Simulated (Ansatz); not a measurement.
## Worked example: correlation energy of CH⁻, triplet

Geometry: that of the CH⁻, singlet, kept fixed.

```xyz
2

C     0.0000    0.0000    0.0000
H     0.0000    0.0000    1.1358
```

Basis aug-cc-pVTZ; Ansatz 0.2.0. Correlated methods freeze the noble-gas cores, which leaves 6 electrons in 68 orbitals. R marks a restricted (for open shells ROHF) determinant, U an unrestricted one.

Full CI isn't at hand for all of this; UCCSDT(Q) serves as the reference, and is uncertain by about the last step of the cluster series.

Runs differ by some tens of microhartree through their thresholds and, for an open shell, their frozen cores, so steps under 0.03 kcal/mol mean nothing.

```tsv
level	total energy (hartree)
UHF	-38.297780
UMP2	-38.430831
UCCSD	-38.448966
UCCSD(T)	-38.455238
UCCSDT	-38.456119
UCCSDT(Q)	-38.456422
```

Question: What is the correlation energy at UCCSDT(Q), and what share of it do UMP2 and UCCSD(T) recover?

Answer: E(corr) = -38.456422 − (-38.297780) = -0.158642 hartree = -4.317 eV. UMP2: -0.133051 / -0.158642 = 83.87 %. UCCSD(T): -0.157458 / -0.158642 = 99.25 %.

Question: By how many kcal/mol does UCCSD(T) miss UCCSDT(Q) (1 hartree = 627.509 kcal/mol), and which steps make up the rest?

Answer: -38.455238 − (-38.456422) = 0.001184 hartree = 0.74 kcal/mol. Steps: UCCSDT − UCCSD(T) = -0.55, UCCSDT(Q) − UCCSDT = -0.19 kcal/mol. That is within 1 kcal/mol of the reference in this basis, which itself misses far more of the correlation at the basis-set limit.
